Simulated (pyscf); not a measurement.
`[CH4]` + `[O]=[GaH]` → `[CH3][O][GaH2]`, an addition across a multiple bond or ene-type step (singlet surface; C–H broken, C–O, Ga–H formed). Structures and frequencies: ωB97X-D3(BJ)/def2-SVP in PySCF. MP2 and CC: frozen core, UHF for open shells. ΔMP2 is the change of the MP2 total energy from the triple- to the quadruple-zeta basis. Energies in kcal/mol from the separated reactants.

AM1 to PM7: differences of heats of formation from MOPAC, which are fitted to 298 K values and so differ in kind from electronic energies by zero-point and thermal terms. 

Task: In single points AM1 puts the saddle at 58.5 kcal/mol and the reaction energy at -41.3 kcal/mol. Should these be trusted to within a few kcal/mol? Compare with CCSD(T)/def2-TZVPP + ΔMP2(QZVPP).

Result: CCSD(T)/def2-TZVPP + ΔMP2(QZVPP) gives ΔE‡ = 77.2 kcal/mol and ΔE = -18.6 kcal/mol. AM1 lies 18.7 kcal/mol under it in the barrier and 22.7 kcal/mol under it in the reaction energy, so on this step it does not hold to within 3.0 kcal/mol. CCSD(T)/def2-TZVPP + ΔMP2(QZVPP) has limits of its own. O=GaH lies 48.1 kcal/mol over its isomer HO–Ga [singlet] (electronic energy, ωB97M-D3(BJ)/def2-TZVP). H₃C–O–GaH₂ lies 21.8 kcal/mol over its isomer H₃C–GaH–OH (electronic energy, ωB97M-D3(BJ)/def2-TZVP). One saddle was located; it need not be the lowest between these sides. The CCSD(T) − MP2 part came from Ansatz, without density fitting, on the same reference. The frozen core leaves the outer d or s,p core shells of the metals and heavy elements correlated in the MP2 and CC values, and def2-TZVPP describes them poorly, which can shift differences by a few kcal/mol. In the def2 sets elements up to Kr have no core potential.
